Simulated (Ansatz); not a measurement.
Crystal: Se2O, antifluorite type, 3 atoms in the cell.

Computed with PBE, plane waves, PAW datasets (generated soft set 1) in Ansatz 0.2.0 development build.

Cutoff 420 eV; k-mesh 32×32×32 Γ-centred; Fermi–Dirac smearing of 0.0612 eV; no spin polarisation.

| V (Å³/atom) | a (Å) | E − E(min) (meV/atom) | P (GPa) |
| --- | --- | --- | --- |
| 15.641 | 5.7255 | 17.29 | 5.90 |
| 15.974 | 5.7658 | 7.35 | 3.71 |
| 16.306 | 5.8056 | 1.73 | 1.74 |
| 16.639 | 5.8448 | 0.00 | -0.03 |
| 16.972 | 5.8835 | 1.74 | -1.62 |
| 17.305 | 5.9217 | 6.60 | -3.04 |

Task: Fit a third-order Birch–Murnaghan equation of state to the energies.

Result: V₀ = 16.633 Å³/atom (a₀ = 5.844 Å), B₀ = 83.7 GPa, B₀′ = 4.45.

The published all-electron PBE values for this crystal (mean of FLEUR and WIEN2k, k-spacing 0.06 Å⁻¹; Bosoni et al., Nat. Rev. Phys. 6, 45 (2024)) are V₀ = 16.639 Å³/atom, B₀ = 83.7 GPa, B₀′ = 4.45.

The stress includes the program's correction for the finite plane-wave basis.

This cubic structure is a model: it isn't the usual form of the substance at ambient conditions, and such phases are metastable or hypothetical.
